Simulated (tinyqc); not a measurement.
Harmonic frequencies on the RHF/sto-3g surface (energies and gradients from PySCF), for H2F+, spin multiplicity 1, step by step. One step of it, computed by the program tinyqc.

Question. Normal modes. Diagonalise H_ij / sqrt(m_i m_j); the 6 smallest eigenvalues belong to translations and rotations; wavenumber = sqrt(eigenvalue / 1822.888) x 219474.63; each mode has its largest component positive (the first on a tie); zero-point energy = sum of wavenumbers / 2, with 349.755 1/cm per kcal/mol. A mass of 2.014 u marks deuterium.

Hessian (symmetrised) (hartree/bohr^2):
```
             1Fx          1Fy          1Fz          2Hx          2Hy          2Hz          3Hx          3Hy
1Fx   0.00285317   0.00487605  -0.03721522  -0.00119924   0.01500313   0.01686580  -0.00165341  -0.01987918
1Fy   0.00487605   0.87724920  -0.00103378   0.01991568  -0.44054267  -0.29452366  -0.02479173  -0.43670687
1Fz  -0.03721522  -0.00103378   0.49087761   0.01722029  -0.22971559  -0.24374736   0.01999506   0.23074937
2Hx  -0.00119924   0.01991568   0.01722029   0.00106503  -0.01732534  -0.01526332   0.00013395  -0.00259034
2Hy   0.01500313  -0.44054267  -0.22971559  -0.01732534   0.46286863   0.26196183   0.00232223  -0.02232580
2Hz   0.01686580  -0.29452366  -0.24374736  -0.01526332   0.26196183   0.22025783  -0.00160254   0.03256187
3Hx  -0.00165341  -0.02479173   0.01999506   0.00013395   0.00232223  -0.00160254   0.00151920   0.02246950
3Hy  -0.01987918  -0.43670687   0.23074937  -0.00259034  -0.02232580   0.03256187   0.02246950   0.45903284
3Hz   0.02034944   0.29555744  -0.24713142  -0.00195698  -0.03224641   0.02349012  -0.01839253  -0.26331107

             3Hz
1Fx   0.02034944
1Fy   0.29555744
1Fz  -0.24713142
2Hx  -0.00195698
2Hy  -0.03224641
2Hz   0.02349012
3Hx  -0.01839253
3Hy  -0.26331107
3Hz   0.22364189
```

masses (u): 1F 18.998403, 2H 1.007825, 3H 2.014102

Give: eigenvalues of the mass-weighted Hessian; harmonic wavenumbers of the vibrations; mass-weighted modes; zero-point energy.

Answer.

eigenvalues of the mass-weighted Hessian (hartree/(bohr^2 u)): 0.0000  0.0000  0.0000  0.0000  0.0000  0.0000  0.0864  0.3447  0.6597

harmonic wavenumbers of the vibrations (1/cm): 1510.8  3018.0  4175.2

mass-weighted modes:
```
      mode 1   mode 2   mode 3
1Fx   0.0220  -0.0146   0.0073
1Fy  -0.0047  -0.2420  -0.1985
1Fz  -0.2904   0.1750  -0.1101
2Hx  -0.0508   0.0014  -0.0355
2Hy  -0.4481  -0.0730   0.8168
2Hz   0.6373  -0.0236   0.5271
3Hx  -0.0316   0.0438   0.0028
3Hy   0.3315   0.7948   0.0318
3Hz   0.4412  -0.5207  -0.0346
```

zero-point energy = 12.4428 kcal/mol
